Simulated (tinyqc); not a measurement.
Inside a calculation. Method: extended Hueckel theory, for NH3. One step of it, computed by the program tinyqc.

Task: Mulliken analysis. P = C n C^T; charge = valence electrons (H 1, N 5) minus the sum of (P S)_ii on the atom; overlap population = 2 sum P_ij S_ij between two atoms.

coefficients:
```
              MO1        MO2        MO3        MO4        MO5        MO6        MO7
1N 2s    0.740809  -0.000037   0.000000   0.148111   0.000000  -0.001490   1.368524
1N 2px  -0.000026   0.634499   0.000000   0.000064   0.000000   1.080058   0.001969
1N 2py   0.000000   0.000000   0.634512   0.000000   1.079558   0.000000   0.000000
1N 2pz   0.019956  -0.000063   0.000000   0.971553   0.000000   0.000409  -0.405936
2H 1s    0.154451   0.438833   0.000000  -0.056420   0.000000  -1.056753  -0.763006
3H 1s    0.154286  -0.219596   0.380189  -0.056434  -0.915597   0.529988  -0.759585
4H 1s    0.154286  -0.219596  -0.380189  -0.056434   0.915597   0.529988  -0.759585
```

occupations: 2.000000  2.000000  2.000000  2.000000  0.000000  0.000000  0.000000

overlap S:
```
           1N 2s     1N 2px     1N 2py     1N 2pz      2H 1s      3H 1s      4H 1s
1N 2s   1.000000   0.000000   0.000000   0.000000   0.514909   0.514444   0.514444
1N 2px  0.000000   1.000000   0.000000   0.000000   0.439160  -0.219538  -0.219538
1N 2py  0.000000   0.000000   1.000000   0.000000   0.000000   0.380118  -0.380118
1N 2pz  0.000000   0.000000   0.000000   1.000000  -0.141587  -0.141406  -0.141406
2H 1s   0.514909   0.439160   0.000000  -0.141587   1.000000   0.202444   0.202444
3H 1s   0.514444  -0.219538   0.380118  -0.141406   0.202444   1.000000   0.202302
4H 1s   0.514444  -0.219538  -0.380118  -0.141406   0.202444   0.202302   1.000000
```

Give: charges; Overlap populations.

Result:

charges: 1N -0.7453, 2H 0.2485, 3H 0.2484, 4H 0.2484

Overlap populations:
```
pair      value
2-1    0.736835
3-1    0.736429
3-2   -0.056160
4-1    0.736429
4-2   -0.056160
4-3   -0.056104
```
